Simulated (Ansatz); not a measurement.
```xyz
14

C    -1.218   -0.170    1.248
N     0.180    0.057    1.538
C     1.072   -0.255    0.440
C     0.897    0.573   -0.815
C     0.356    0.107   -1.909
N    -0.030   -0.386   -2.957
H    -1.820    0.113    2.113
H    -1.380   -1.237    1.068
H    -1.593    0.377    0.369
H     0.324    1.013    1.839
H     0.946   -1.313    0.192
H     2.099   -0.137    0.797
H     1.201    1.615   -0.808
H    -1.035   -0.358   -3.116
```

Total charge 0; spin multiplicity 1.

Question: List the PBE0/def2-TZVPP orbital energies in eV (Ansatz 0.2.0). (Estimate.)

Answer: Ansatz gave: Occupied: -391.79, -391.06, -279.92, -279.08, -278.50, -278.24, -26.17, -25.48, -21.70, -19.43, -17.55, -15.78, -14.39, -13.34, -12.81, -12.54, -11.15, -10.85, -10.38, -10.20, -9.59, -6.84, -6.45. Lowest empty: -0.08, 0.75, 1.22, 1.63, 2.22, 2.58, 3.05, 3.06.
